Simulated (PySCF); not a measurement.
Ligands exchanged one at a time, Al F-I. Gas-phase values, no solvent. Strings in code marks are SMILES.

All values below come from PBE-D3(BJ)/def2-TZVP // B3LYP-D3(BJ)/def2-TZVP (PySCF). Delta-SCF ions had no search for a lower state. 

| species | vertical ionisation energy (Delta-SCF) (eV) | HOMO (eV) |
|---|---|---|
| 0 of 3 F replaced by I | [?] | -9.62 |
| 1 of 3 F replaced by I (`[F][Al]([F])[I]`) | 10.61 | -7.21 |
| 2 of 3 F replaced by I (`[F][Al]([I])[I]`) | 9.52 | -6.88 |
| 3 of 3 F replaced by I (`[I][Al]([I])[I]`) | 8.94 | [?] |

Q: Complete the blanks.

A: 
- 0 of 3 F replaced by I, vertical ionisation energy (Delta-SCF) (eV): 13.52
- 3 of 3 F replaced by I (`[I][Al]([I])[I]`), HOMO (eV): -6.62
